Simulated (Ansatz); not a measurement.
A calculation with Ansatz (development build ahead of 0.2.0).

```yaml
crystal:
  periodic: [false, false, false]
  atoms:
    - { symbol: Si, position_ang: [-0.00462, 0.02189, -0.03004] }
    - { symbol: H, position_ang: [0.8474, 0.85038, 0.83875] }
    - { symbol: H, position_ang: [-0.84248, -0.84698, 0.90037] }
    - { symbol: H, position_ang: [-0.85774, 0.85157, -0.86541] }
    - { symbol: H, position_ang: [0.85745, -0.87686, -0.84367] }
basis:
  gaussian: { orbitals: cc-pVDZ }
hamiltonian:
  xc: hf
correlation:
  method: mp2
  frozen_orbitals: { H: 0, Si: 5 }
```

The input is written out in the form of the current development build from the run's settings.

The run gave:

```
Converged                       : yes
Reference energy                : -291.24162 hartree
Correlation energy              : -0.11645 hartree
Total energy                    : -291.35806 hartree
Spin squared of the determinant : 0.000
```
